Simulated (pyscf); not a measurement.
•H₂Si–PH₂ + H• -> PH₂• + SiH₃•, a substitution at Si (triplet surface; P–Si broken, H–Si formed). Single points on ωB97X-D3(BJ)/def2-SVP structures (PySCF, gas phase). MP2 and CC: frozen core, UHF for open shells. ΔMP2 is the change of the MP2 total energy from the triple- to the quadruple-zeta basis. Energies in eV from the separated reactants.

Small-basis levels: PySCF, no dispersion term, spherical d functions. Open shells are spin-unrestricted. 

In single points B3LYP/LANL2DZ puts the saddle at 0.31 eV and the reaction energy at -1.36 eV. Should these be trusted to within a few kcal/mol? Compare with CCSD(T)/def2-TZVPP + ΔMP2(QZVPP).

CCSD(T)/def2-TZVPP + ΔMP2(QZVPP) gives ΔE‡ = 0.33 eV and ΔE = -0.87 eV. B3LYP/LANL2DZ lies 0.03 eV under it in the barrier and 0.49 eV under it in the reaction energy, so on this step it does not hold to within 0.13 eV. CCSD(T)/def2-TZVPP + ΔMP2(QZVPP) has limits of its own. •H₂Si–PH₂ + H• also meet on a surface of lower spin, which isn't treated here. PH₂• + SiH₃• also meet on a surface of lower spin, which isn't treated here. •H₂Si–PH₂ lies 0.31 eV over its isomer H₃Si–PH•, and others may lie lower still (electronic energy, ωB97M-D3(BJ)). One saddle was located; it need not be the lowest between these sides. The angle at the attacked Si is 149°. The CCSD(T) − MP2 part came from Ansatz, without density fitting, on the same reference.
